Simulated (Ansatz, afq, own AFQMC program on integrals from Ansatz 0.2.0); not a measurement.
# Atomization energy of BO, doublet, worked out

```xyz
2

B     0.0000    0.0000    0.0000
O     0.0000    0.0000    1.2006
```

Basis aug-cc-pVDZ. Noble-gas cores (and the filled d shells of Ga–Kr and In–Xe) are frozen. Integrals, coupled cluster, full CI and functionals: Ansatz 0.2.0; the random walks run on the same integrals in our own AFQMC program. ph-AFQMC/CISD is guided by a CISD state made of CCSD amplitudes; releasing the constraint for a short imaginary time cuts its bias at the price of noise, slowly where states lie close. Uncertainties: one standard error, sampling alone.

Total energies in eV. CBS is CCSD(T) at the limit of def2-TZVPP/QZVPP (extrapolated itself); the highest rung of each member is named.

Cautions: BO (doublet): unrestricted determinant slightly spin contaminated (⟨S²⟩ 0.80 against 0.75).

```json
{"member": "B (doublet)", "count": "+1", "CCSD(T)/aug-cc-pVDZ": "-669.1580", "highest rung in aug-cc-pVDZ": "-669.1689", "which": "FCI", "CCSD(T)/CBS": "-669.4648"}
{"member": "O (triplet)", "count": "+1", "CCSD(T)/aug-cc-pVDZ": "-2038.8309", "highest rung in aug-cc-pVDZ": "-2038.8400", "which": "FCI", "CCSD(T)/CBS": "-2040.9924"}
{"member": "BO, doublet", "count": "-1", "CCSD(T)/aug-cc-pVDZ": "-2715.5985", "highest rung in aug-cc-pVDZ": "-2715.6540", "which": "CCSDT(Q)", "CCSD(T)/CBS": "-2718.8406"}
```

Question: Work out the best estimate of the atomization energy: the CCSD(T)/CBS difference plus the step from CCSD(T) to the highest rung.

Answer: Sums with the counts: CCSD(T)/CBS 8.3834 eV, highest rung 7.6451 eV, CCSD(T)/aug-cc-pVDZ 7.6096 eV. The step is 7.6451 − 7.6096 = 0.0355 eV, so the best estimate is 8.3834 + (0.0355) = 8.4189 eV. The basis set is worth 0.774 eV of it. Zero-point, core-correlation and spin–orbit terms aren't in it.

Best estimates are given only where the step beyond CCSD(T) is under 0.3 eV and no member's determinant is very poor (T1 over 0.05, or 0.07 for open shells, ⟨S²⟩ too high by 0.3, two states mixed), so the hardest cases are missing from such tables.

CCSDT and higher add their correlation energy to the determinant of the CCSD(T) run, since their own runs factorise the integrals more tightly (a shift of under 2 meV). Each member of a difference takes its own highest rung, so a best estimate needn't equal the limit plus the step of one row.
